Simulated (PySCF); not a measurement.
# BrClFH, a complex of two parts: interaction energy, part 2 of 3

PySCF 2.14.0. Atoms count from 0, parts from 1. The steps go on from the part before.

## 5. Coupled-cluster interaction energy: CCSD(T) and MP2, 3.19 Å

Job settings and geometry (Å):

```
{"job": {"kind": "intercc", "basis": "aug-cc-pVDZ", "basis_mid": "aug-cc-pVTZ", "basis_large": "aug-cc-pVQZ"}, "charge": 0, "multiplicity": 1, "parts": [{"atoms": "0-1", "charge": 0, "multiplicity": 1}, {"atoms": "2-3", "charge": 0, "multiplicity": 1}]}
Br     0.677288    -0.183093     0.119021
F     -1.003914     0.336861    -0.088115
Cl     3.686490    -1.170882     0.492134
H      3.373453    -2.413938     0.470015
```

Level: CCSD(T)/aug-cc-pVDZ and MP2/aug-cc-pVTZ, aug-cc-pVQZ counterpoise interaction energy, frozen core, gas phase.

Output:

```text
part 1, own basis, geometry of the cluster: E = -2671.8681356591 (as before)

part 2, own basis, geometry of the cluster: E = -460.1074819904 (as before)

part 1, own basis, relaxed alone: E = -2671.8691006853 (as before)

part 2, own basis, relaxed alone: E = -460.1075272997 (as before)

cluster
final grid: 5784 points
cycle   1  E = -3131.9765933783  dE = -3.169e-03  |g| = 2.111e-02  |ddm| = 2.557e-01
cycle   2  E = -3131.9769113822  dE = -3.180e-04  |g| = 7.349e-03  |ddm| = 5.866e-02
cycle   3  E = -3131.9769591987  dE = -4.782e-05  |g| = 2.953e-03  |ddm| = 2.072e-02
cycle   4  E = -3131.9769658261  dE = -6.627e-06  |g| = 7.993e-04  |ddm| = 9.260e-03
cycle   5  E = -3131.9769662585  dE = -4.324e-07  |g| = 4.631e-04  |ddm| = 1.953e-03
cycle   6  E = -3131.9769663385  dE = -7.997e-08  |g| = 1.068e-04  |ddm| = 8.745e-04
cycle   7  E = -3131.9769663465  dE = -8.040e-09  |g| = 4.312e-05  |ddm| = 2.980e-04
cycle   8  E = -3131.9769663477  dE = -1.176e-09  |g| = 1.082e-05  |ddm| = 1.248e-04
cycle   9  E = -3131.9769663478  dE = -1.278e-10  |g| = 4.902e-06  |ddm| = 3.776e-05
converged SCF energy = -3131.9769663478

part 1 in the basis of the cluster
final grid: 5784 points
cycle   1  E = -2671.8681947755  dE = -6.010e-05  |g| = 1.166e-03  |ddm| = 1.198e-01
cycle   2  E = -2671.8681953040  dE = -5.285e-07  |g| = 1.530e-04  |ddm| = 1.201e-02
cycle   3  E = -2671.8681953144  dE = -1.035e-08  |g| = 4.685e-05  |ddm| = 1.609e-03
cycle   4  E = -2671.8681953146  dE = -2.869e-10  |g| = 1.343e-05  |ddm| = 9.376e-05
converged SCF energy = -2671.8681953146

part 2 in the basis of the cluster
final grid: 5784 points
cycle   1  E = -460.1075238375  dE = -4.292e-05  |g| = 1.380e-03  |ddm| = 9.928e-02
cycle   2  E = -460.1075246301  dE = -7.926e-07  |g| = 2.227e-04  |ddm| = 1.157e-02
cycle   3  E = -460.1075246553  dE = -2.523e-08  |g| = 1.843e-05  |ddm| = 1.902e-03
cycle   4  E = -460.1075246555  dE = -2.112e-10  |g| = 3.225e-06  |ddm| = 1.107e-04
converged SCF energy = -460.1075246555

Interaction energy (kcal/mol)
  counterpoise       -3.331
  uncorrected        -3.963
  dispersion part     0.000
  deformation         0.060
  binding            -3.271

Decomposition of the uncorrected value (kcal/mol)
  electrostatic      -4.012
  Pauli               5.387
  orbital            -2.222
  dispersion          0.000
  correlation        -3.115

Charge of each part in the cluster: -0.016 0.016
part 1, own basis, geometry of the cluster: E = -2671.8790089101 (as before)

part 2, own basis, geometry of the cluster: E = -460.1112560292 (as before)

part 1, own basis, relaxed alone: E = -2671.8800367110 (as before)

part 2, own basis, relaxed alone: E = -460.1113072477 (as before)

cluster
final grid: 5784 points
cycle   1  E = -3131.9912402466  dE = -3.292e-03  |g| = 2.227e-02  |ddm| = 2.480e-01
cycle   2  E = -3131.9915785692  dE = -3.383e-04  |g| = 7.887e-03  |ddm| = 5.108e-02
cycle   3  E = -3131.9916286370  dE = -5.007e-05  |g| = 3.186e-03  |ddm| = 2.013e-02
cycle   4  E = -3131.9916365788  dE = -7.942e-06  |g| = 8.579e-04  |ddm| = 9.784e-03
cycle   5  E = -3131.9916370624  dE = -4.836e-07  |g| = 4.679e-04  |ddm| = 2.264e-03
cycle   6  E = -3131.9916371492  dE = -8.676e-08  |g| = 1.196e-04  |ddm| = 1.055e-03
cycle   7  E = -3131.9916371575  dE = -8.281e-09  |g| = 5.052e-05  |ddm| = 2.990e-04
cycle   8  E = -3131.9916371589  dE = -1.435e-09  |g| = 1.236e-05  |ddm| = 1.478e-04
cycle   9  E = -3131.9916371591  dE = -1.392e-10  |g| = 5.606e-06  |ddm| = 4.284e-05
converged SCF energy = -3131.9916371591

part 1 in the basis of the cluster
final grid: 5784 points
cycle   1  E = -2671.8790332819  dE = -2.480e-05  |g| = 6.998e-04  |ddm| = 1.386e-01
cycle   2  E = -2671.8790334251  dE = -1.432e-07  |g| = 6.742e-05  |ddm| = 1.187e-02
cycle   3  E = -2671.8790334269  dE = -1.772e-09  |g| = 1.273e-05  |ddm| = 1.337e-03
cycle   4  E = -2671.8790334269  dE = -3.911e-11  |g| = 4.463e-06  |ddm| = 5.224e-05
converged SCF energy = -2671.8790334269

part 2 in the basis of the cluster
final grid: 5784 points
cycle   1  E = -460.1112707276  dE = -1.540e-05  |g| = 7.646e-04  |ddm| = 1.241e-01
cycle   2  E = -460.1112709841  dE = -2.565e-07  |g| = 1.126e-04  |ddm| = 1.361e-02
cycle   3  E = -460.1112709914  dE = -7.257e-09  |g| = 9.755e-06  |ddm| = 2.089e-03
cycle   4  E = -460.1112709915  dE = -6.372e-11  |g| = 1.440e-06  |ddm| = 9.900e-05
converged SCF energy = -460.1112709915

Interaction energy (kcal/mol)
  counterpoise       -3.635
  uncorrected        -4.162
  dispersion part     0.000
  deformation         0.143
  binding            -3.492

Decomposition of the uncorrected value (kcal/mol)
  electrostatic      -4.004
  Pauli               5.457
  orbital            -2.315
  dispersion          0.000
  correlation        -3.300

Charge of each part in the cluster: -0.016 0.016
part 1 in the basis of the cluster: E(HF) = -2671.766406595  E2 = -0.353050473  E(CCSD corr) = -0.364388809  (T) = -0.010341230
part 2 in the basis of the cluster: E(HF) = -460.092753802  E2 = -0.159550229  E(CCSD corr) = -0.176038959  (T) = -0.004006312
cluster: E(HF) = -3131.860605070  E2 = -0.515598998  E(CCSD corr) = -0.542234933  (T) = -0.014747719

Counterpoise interaction energy (kcal/mol)
  hf_small                  -0.906
  mp2_small                 -2.788
  ccsd_small                -2.041
  ccsdt_small               -2.292
  hf_large                  -0.836
  mp2_large                 -3.635
  hf_middle                 -0.782
  mp2_middle                -3.331
  scs_mp2_large             -2.869
  mp2_limit                 -3.818
  ccsdt_less_mp2             0.496
  ccsdt_limit_estimate      -3.321
  bsse_mp2_large             0.527
```

It took 2.7 min on 1 thread of Arm Neoverse N1, shared host; peak memory 1 GiB.

Contacts at this geometry (a selection, picked against the atoms' radii; other short pairs can be missing):

| atoms | distance (Å) | kind (by distance and angle) | angle (°) |
| --- | --- | --- | --- |
| Br0···Cl2 | 3.19 | halogen bond | 179 |

Differences are taken before rounding.

| method | interaction energy (kcal/mol) | from CCSD(T), limit estimate (kcal/mol) |
| --- | --- | --- |
| HF/aug-cc-pVDZ | -0.91 | +2.41 |
| MP2/aug-cc-pVDZ | -2.79 | +0.53 |
| CCSD/aug-cc-pVDZ | -2.04 | +1.28 |
| CCSD(T)/aug-cc-pVDZ | -2.29 | +1.03 |
| HF/aug-cc-pVQZ | -0.84 | +2.49 |
| MP2/aug-cc-pVQZ | -3.64 | -0.31 |
| SCS-MP2/aug-cc-pVQZ | -2.87 | +0.45 |
| MP2, extrapolated | -3.82 | -0.50 |
| CCSD(T), limit estimate | -3.32 | 0 |

These energies keep the parts at their geometry in the cluster; deforming them to it costs 0.14 kcal/mol (MP2).

## 6. Coupled-cluster interaction energy: CCSD(T) and MP2, 2.75 Å

Same as in step 5 but for these lines:

```diff
@@ -3,3 +3,3 @@
 F     -1.003914     0.336861    -0.088115
-Cl     3.686490    -1.170882     0.492134
-H      3.373453    -2.413938     0.470015
+Cl     3.276144    -1.036183     0.441255
+H      2.963107    -2.279240     0.419136
```

Method: CCSD(T)/aug-cc-pVDZ and MP2/aug-cc-pVTZ, aug-cc-pVQZ counterpoise interaction energy, frozen core, gas phase.

Output:

```text
part 1, own basis, geometry of the cluster: E = -2671.8681356591 (as before)

part 2, own basis, geometry of the cluster: E = -460.1074819904 (as before)

part 1, own basis, relaxed alone: E = -2671.8691006853 (as before)

part 2, own basis, relaxed alone: E = -460.1075272997 (as before)

cluster
final grid: 5784 points
cycle   1  E = -3131.9693374265  dE = -1.244e-02  |g| = 4.505e-02  |ddm| = 4.673e-01
cycle   2  E = -3131.9707534942  dE = -1.416e-03  |g| = 1.733e-02  |ddm| = 1.268e-01
cycle   3  E = -3131.9710037369  dE = -2.502e-04  |g| = 6.963e-03  |ddm| = 4.876e-02
cycle   4  E = -3131.9710445353  dE = -4.080e-05  |g| = 2.809e-03  |ddm| = 2.405e-02
cycle   5  E = -3131.9710478662  dE = -3.331e-06  |g| = 1.148e-03  |ddm| = 5.237e-03
cycle   6  E = -3131.9710485840  dE = -7.178e-07  |g| = 2.861e-04  |ddm| = 2.776e-03
cycle   7  E = -3131.9710486314  dE = -4.735e-08  |g| = 8.145e-05  |ddm| = 7.591e-04
cycle   8  E = -3131.9710486358  dE = -4.412e-09  |g| = 1.841e-05  |ddm| = 2.478e-04
cycle   9  E = -3131.9710486360  dE = -1.914e-10  |g| = 5.077e-06  |ddm| = 4.336e-05
converged SCF energy = -3131.9710486360

part 1 in the basis of the cluster
final grid: 5784 points
cycle   1  E = -2671.8682342088  dE = -9.932e-05  |g| = 1.520e-03  |ddm| = 1.516e-01
cycle   2  E = -2671.8682349579  dE = -7.491e-07  |g| = 1.995e-04  |ddm| = 1.526e-02
cycle   3  E = -2671.8682349726  dE = -1.473e-08  |g| = 6.721e-05  |ddm| = 2.071e-03
cycle   4  E = -2671.8682349732  dE = -5.598e-10  |g| = 1.666e-05  |ddm| = 1.522e-04
converged SCF energy = -2671.8682349732

part 2 in the basis of the cluster
final grid: 5784 points
cycle   1  E = -460.1075395171  dE = -5.889e-05  |g| = 1.602e-03  |ddm| = 1.304e-01
cycle   2  E = -460.1075405424  dE = -1.025e-06  |g| = 2.471e-04  |ddm| = 1.631e-02
cycle   3  E = -460.1075405735  dE = -3.109e-08  |g| = 2.157e-05  |ddm| = 2.741e-03
cycle   4  E = -460.1075405738  dE = -2.947e-10  |g| = 3.910e-06  |ddm| = 1.255e-04
converged SCF energy = -460.1075405738

Interaction energy (kcal/mol)
  counterpoise       -2.434
  uncorrected        -3.556
  dispersion part     0.000
  deformation         0.060
  binding            -2.374

Decomposition of the uncorrected value (kcal/mol)
  electrostatic     -12.720
  Pauli              24.462
  orbital            -8.877
  dispersion          0.000
  correlation        -6.422

Charge of each part in the cluster: -0.042 0.042
part 1, own basis, geometry of the cluster: E = -2671.8790089101 (as before)

part 2, own basis, geometry of the cluster: E = -460.1112560292 (as before)

part 1, own basis, relaxed alone: E = -2671.8800367110 (as before)

part 2, own basis, relaxed alone: E = -460.1113072477 (as before)

cluster
final grid: 5784 points
cycle   1  E = -3131.9840142609  dE = -1.256e-02  |g| = 4.646e-02  |ddm| = 4.215e-01
cycle   2  E = -3131.9854667320  dE = -1.452e-03  |g| = 1.825e-02  |ddm| = 1.002e-01
cycle   3  E = -3131.9857186115  dE = -2.519e-04  |g| = 7.522e-03  |ddm| = 4.394e-02
cycle   4  E = -3131.9857672679  dE = -4.866e-05  |g| = 2.924e-03  |ddm| = 2.424e-02
cycle   5  E = -3131.9857708706  dE = -3.603e-06  |g| = 1.206e-03  |ddm| = 6.078e-03
cycle   6  E = -3131.9857716449  dE = -7.744e-07  |g| = 3.219e-04  |ddm| = 2.969e-03
cycle   7  E = -3131.9857716984  dE = -5.349e-08  |g| = 9.413e-05  |ddm| = 8.222e-04
cycle   8  E = -3131.9857717042  dE = -5.795e-09  |g| = 2.305e-05  |ddm| = 3.032e-04
cycle   9  E = -3131.9857717045  dE = -2.224e-10  |g| = 7.257e-06  |ddm| = 7.382e-05
converged SCF energy = -3131.9857717045

part 1 in the basis of the cluster
final grid: 5784 points
cycle   1  E = -2671.8790428870  dE = -3.411e-05  |g| = 8.570e-04  |ddm| = 1.797e-01
cycle   2  E = -2671.8790430827  dE = -1.957e-07  |g| = 8.236e-05  |ddm| = 1.601e-02
cycle   3  E = -2671.8790430852  dE = -2.441e-09  |g| = 1.717e-05  |ddm| = 1.818e-03
cycle   4  E = -2671.8790430852  dE = -3.729e-11  |g| = 4.553e-06  |ddm| = 7.483e-05
converged SCF energy = -2671.8790430852

part 2 in the basis of the cluster
final grid: 5784 points
cycle   1  E = -460.1112762584  dE = -2.098e-05  |g| = 8.857e-04  |ddm| = 1.960e-01
cycle   2  E = -460.1112765926  dE = -3.341e-07  |g| = 1.276e-04  |ddm| = 2.128e-02
cycle   3  E = -460.1112766018  dE = -9.236e-09  |g| = 1.121e-05  |ddm| = 3.106e-03
cycle   4  E = -460.1112766019  dE = -8.566e-11  |g| = 1.662e-06  |ddm| = 1.293e-04
converged SCF energy = -460.1112766019

Interaction energy (kcal/mol)
  counterpoise       -3.157
  uncorrected        -3.978
  dispersion part     0.000
  deformation         0.143
  binding            -3.014

Decomposition of the uncorrected value (kcal/mol)
  electrostatic     -12.482
  Pauli              24.286
  orbital            -8.986
  dispersion          0.000
  correlation        -6.797

Charge of each part in the cluster: -0.042 0.042
part 1 in the basis of the cluster: E(HF) = -2671.766523301  E2 = -0.353491001  E(CCSD corr) = -0.364864181  (T) = -0.010386329
part 2 in the basis of the cluster: E(HF) = -460.092851236  E2 = -0.159937335  E(CCSD corr) = -0.176457776  (T) = -0.004051362
cluster: E(HF) = -3131.854200996  E2 = -0.519229468  E(CCSD corr) = -0.544341793  (T) = -0.015259658

Counterpoise interaction energy (kcal/mol)
  hf_small                   3.246
  mp2_small                 -0.394
  ccsd_small                 1.351
  ccsdt_small                0.836
  hf_large                   2.854
  mp2_large                 -3.157
  hf_middle                  2.966
  mp2_middle                -2.434
  scs_mp2_large             -1.483
  mp2_limit                 -3.602
  ccsdt_less_mp2             1.230
  ccsdt_limit_estimate      -2.373
  bsse_mp2_large             0.822
```

Wall time 2.7 min (1 thread of Arm Neoverse N1, shared host); peak memory 1 GiB.

Contacts at this geometry (a selection, picked against the atoms' radii; other short pairs can be missing):

| atoms | distance (Å) | kind (by distance and angle) | angle (°) |
| --- | --- | --- | --- |
| Br0···Cl2 | 2.75 | halogen bond | 179 |

Differences are taken before rounding.

| method | interaction energy (kcal/mol) | from CCSD(T), limit estimate (kcal/mol) |
| --- | --- | --- |
| HF/aug-cc-pVDZ | 3.25 | +5.62 |
| MP2/aug-cc-pVDZ | -0.39 | +1.98 |
| CCSD/aug-cc-pVDZ | 1.35 | +3.72 |
| CCSD(T)/aug-cc-pVDZ | 0.84 | +3.21 |
| HF/aug-cc-pVQZ | 2.85 | +5.23 |
| MP2/aug-cc-pVQZ | -3.16 | -0.78 |
| SCS-MP2/aug-cc-pVQZ | -1.48 | +0.89 |
| MP2, extrapolated | -3.60 | -1.23 |
| CCSD(T), limit estimate | -2.37 | 0 |

These energies keep the parts at their geometry in the cluster; deforming them to it costs 0.14 kcal/mol (MP2).

## 7. Coupled-cluster interaction energy: CCSD(T) and MP2, 3.62 Å

Same as in step 6 but for these lines:

```diff
@@ -3,3 +3,3 @@
 F     -1.003914     0.336861    -0.088115
-Cl     3.276144    -1.036183     0.441255
-H      2.963107    -2.279240     0.419136
+Cl     4.096836    -1.305580     0.543014
+H      3.783798    -2.548636     0.520895
```

Method: CCSD(T)/aug-cc-pVDZ and MP2/aug-cc-pVTZ, aug-cc-pVQZ counterpoise interaction energy, frozen core, gas phase.

Output:

```text
part 1, own basis, geometry of the cluster: E = -2671.8681356591 (as before)

part 2, own basis, geometry of the cluster: E = -460.1074819904 (as before)

part 1, own basis, relaxed alone: E = -2671.8691006853 (as before)

part 2, own basis, relaxed alone: E = -460.1075272997 (as before)

cluster
final grid: 5784 points
cycle   1  E = -3131.9772819513  dE = -9.134e-04  |g| = 1.106e-02  |ddm| = 1.569e-01
cycle   2  E = -3131.9773617913  dE = -7.984e-05  |g| = 3.669e-03  |ddm| = 3.170e-02
cycle   3  E = -3131.9773722375  dE = -1.045e-05  |g| = 1.822e-03  |ddm| = 9.597e-03
cycle   4  E = -3131.9773739785  dE = -1.741e-06  |g| = 6.305e-04  |ddm| = 4.510e-03
cycle   5  E = -3131.9773741459  dE = -1.674e-07  |g| = 2.372e-04  |ddm| = 1.180e-03
cycle   6  E = -3131.9773741804  dE = -3.453e-08  |g| = 5.448e-05  |ddm| = 6.252e-04
cycle   7  E = -3131.9773741832  dE = -2.812e-09  |g| = 2.302e-05  |ddm| = 1.843e-04
cycle   8  E = -3131.9773741838  dE = -5.616e-10  |g| = 9.051e-06  |ddm| = 8.768e-05
converged SCF energy = -3131.9773741838

part 1 in the basis of the cluster
final grid: 5784 points
cycle   1  E = -2671.8681791423  dE = -4.452e-05  |g| = 1.013e-03  |ddm| = 9.522e-02
cycle   2  E = -2671.8681795642  dE = -4.219e-07  |g| = 1.338e-04  |ddm| = 9.537e-03
cycle   3  E = -2671.8681795722  dE = -7.972e-09  |g| = 4.002e-05  |ddm| = 1.273e-03
cycle   4  E = -2671.8681795724  dE = -1.951e-10  |g| = 1.122e-05  |ddm| = 6.708e-05
converged SCF energy = -2671.8681795724

part 2 in the basis of the cluster
final grid: 5784 points
cycle   1  E = -460.1075145776  dE = -3.344e-05  |g| = 1.226e-03  |ddm| = 6.904e-02
cycle   2  E = -460.1075151982  dE = -6.206e-07  |g| = 1.934e-04  |ddm| = 7.981e-03
cycle   3  E = -460.1075152173  dE = -1.912e-08  |g| = 1.583e-05  |ddm| = 1.385e-03
cycle   4  E = -460.1075152174  dE = -1.556e-10  |g| = 2.577e-06  |ddm| = 1.075e-04
converged SCF energy = -460.1075152174

Interaction energy (kcal/mol)
  counterpoise       -2.248
  uncorrected        -2.641
  dispersion part     0.000
  deformation         0.060
  binding            -2.187

Decomposition of the uncorrected value (kcal/mol)
  electrostatic      -1.605
  Pauli               1.133
  orbital            -0.631
  dispersion          0.000
  correlation        -1.537

Charge of each part in the cluster: -0.006 0.006
part 1, own basis, geometry of the cluster: E = -2671.8790089101 (as before)

part 2, own basis, geometry of the cluster: E = -460.1112560292 (as before)

part 1, own basis, relaxed alone: E = -2671.8800367110 (as before)

part 2, own basis, relaxed alone: E = -460.1113072477 (as before)

cluster
final grid: 5784 points
cycle   1  E = -3131.9918919657  dE = -9.249e-04  |g| = 1.179e-02  |ddm| = 1.725e-01
cycle   2  E = -3131.9919772048  dE = -8.524e-05  |g| = 3.966e-03  |ddm| = 3.039e-02
cycle   3  E = -3131.9919882813  dE = -1.108e-05  |g| = 1.864e-03  |ddm| = 9.709e-03
cycle   4  E = -3131.9919902896  dE = -2.008e-06  |g| = 6.795e-04  |ddm| = 4.833e-03
cycle   5  E = -3131.9919904622  dE = -1.726e-07  |g| = 2.554e-04  |ddm| = 1.212e-03
cycle   6  E = -3131.9919905009  dE = -3.869e-08  |g| = 5.752e-05  |ddm| = 7.212e-04
cycle   7  E = -3131.9919905037  dE = -2.807e-09  |g| = 2.491e-05  |ddm| = 1.911e-04
cycle   8  E = -3131.9919905043  dE = -6.139e-10  |g| = 9.290e-06  |ddm| = 9.958e-05
converged SCF energy = -3131.9919905043

part 1 in the basis of the cluster
final grid: 5784 points
cycle   1  E = -2671.8790236568  dE = -1.528e-05  |g| = 5.174e-04  |ddm| = 1.010e-01
cycle   2  E = -2671.8790237483  dE = -9.144e-08  |g| = 5.161e-05  |ddm| = 8.715e-03
cycle   3  E = -2671.8790237495  dE = -1.199e-09  |g| = 8.263e-06  |ddm| = 9.907e-04
cycle   4  E = -2671.8790237495  dE = -7.276e-12  |g| = 3.722e-06  |ddm| = 3.708e-05
converged SCF energy = -2671.8790237495

part 2 in the basis of the cluster
final grid: 5784 points
cycle   1  E = -460.1112662641  dE = -1.086e-05  |g| = 6.335e-04  |ddm| = 9.280e-02
cycle   2  E = -460.1112664612  dE = -1.971e-07  |g| = 9.850e-05  |ddm| = 1.069e-02
cycle   3  E = -460.1112664670  dE = -5.853e-09  |g| = 8.443e-06  |ddm| = 1.660e-03
cycle   4  E = -460.1112664671  dE = -4.866e-11  |g| = 1.195e-06  |ddm| = 7.443e-05
converged SCF energy = -460.1112664671

Interaction energy (kcal/mol)
  counterpoise       -2.365
  uncorrected        -2.687
  dispersion part     0.000
  deformation         0.143
  binding            -2.222

Decomposition of the uncorrected value (kcal/mol)
  electrostatic      -1.613
  Pauli               1.172
  orbital            -0.642
  dispersion          0.000
  correlation        -1.604

Charge of each part in the cluster: -0.006 0.006
part 1 in the basis of the cluster: E(HF) = -2671.766208153  E2 = -0.352769173  E(CCSD corr) = -0.364102344  (T) = -0.010317791
part 2 in the basis of the cluster: E(HF) = -460.092666372  E2 = -0.159351867  E(CCSD corr) = -0.175830464  (T) = -0.003984061
cluster: E(HF) = -3131.860755406  E2 = -0.513615514  E(CCSD corr) = -0.540900634  (T) = -0.014491946

Counterpoise interaction energy (kcal/mol)
  hf_small                  -1.180
  mp2_small                 -2.118
  ccsd_small                -1.788
  ccsdt_small               -1.907
  hf_large                  -1.067
  mp2_large                 -2.365
  hf_middle                 -1.054
  mp2_middle                -2.248
  scs_mp2_large             -2.009
  mp2_limit                 -2.441
  ccsdt_less_mp2             0.211
  ccsdt_limit_estimate      -2.230
  bsse_mp2_large             0.322
```

Run time: 2.7 min. Hardware: 1 thread of Arm Neoverse N1, shared host; peak memory 1 GiB.

Contacts at this geometry (a selection, picked against the atoms' radii; other short pairs can be missing):

| atoms | distance (Å) | kind (by distance and angle) | angle (°) |
| --- | --- | --- | --- |
| Br0···Cl2 | 3.62 | at van der Waals distance | – |

| method | interaction energy (kcal/mol) | from CCSD(T), limit estimate (kcal/mol) |
| --- | --- | --- |
| HF/aug-cc-pVDZ | -1.18 | +1.05 |
| MP2/aug-cc-pVDZ | -2.12 | +0.11 |
| CCSD/aug-cc-pVDZ | -1.79 | +0.44 |
| CCSD(T)/aug-cc-pVDZ | -1.91 | +0.32 |
| HF/aug-cc-pVQZ | -1.07 | +1.16 |
| MP2/aug-cc-pVQZ | -2.37 | -0.14 |
| SCS-MP2/aug-cc-pVQZ | -2.01 | +0.22 |
| MP2, extrapolated | -2.44 | -0.21 |
| CCSD(T), limit estimate | -2.23 | 0 |

These energies keep the parts at their geometry in the cluster; deforming them to it costs 0.14 kcal/mol (MP2).

(Part 2 of 3 ends here.)
